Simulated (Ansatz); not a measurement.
Ideal-gas functions of C2H3FN2 (`N=CN=CF`) at 800 K and 1 bar, from an Ansatz frequency run at PBE0-D4/def2-TZVP.

Molar mass 74.06 g/mol, point group Cs (symmetry number 1), electronic degeneracy 1, moments of inertia 25.377, 165.399, 190.743 u Å². Harmonic wavenumbers (cm⁻¹, unscaled): 30, 219, 410, 501, 769, 909, 970, 995, 1120, 1135, 1255, 1379, 1428, 1722, 1773, 3134, 3202, 3463.

Use S(trans) = R[1.5 ln M + 2.5 ln T − 1.1517]; rotational temperatures θ = 24.2544 K / I; S(rot) = R[ln(√π/σ · √(T³/θAθBθC)) + 1.5]; for each mode x = 1.438777 ν̃/T, S = R[x/(eˣ − 1) − ln(1 − e⁻ˣ)] and H = RT x/(eˣ − 1); 1 cm⁻¹ = 0.0119627 kJ/mol; R = 8.31446 J/(mol·K).

Q: By hand: the entropy, in J/(mol·K).

A: Translation 183.1. Rotation: θ = 0.9558, 0.1466, 0.1272 K, giving 117.3. Vibration, mode by mode: 32.59, 16.11, 11.03, 9.46, 6.25, 5.10, 4.67, 4.50, 3.77, 3.69, 3.11, 2.61, 2.44, 1.60, 1.49, 0.20, 0.18, 0.12, in all 108.9. Electronic 0.0. Sum 409.3 J/(mol·K).

Q: By hand: H − E and G − E in kJ/mol, counted from the electronic energy.

A: Zero-point energy ½ × 24414 × 0.0119627 = 146.0; thermal vibration 42.0; translation, rotation and pV give 4 RT = 26.6. H − E = 214.6 kJ/mol, and G − E = 214.6 − 800 × 409.3/1000 = -112.8 kJ/mol.

Vibration gives 27 % of the entropy, 32.6 J/(mol·K) of it from the mode under 150 cm⁻¹: soft modes count most, and the harmonic formula is weakest for them. The sum counts one conformer and one mirror image; others add a mixing term.
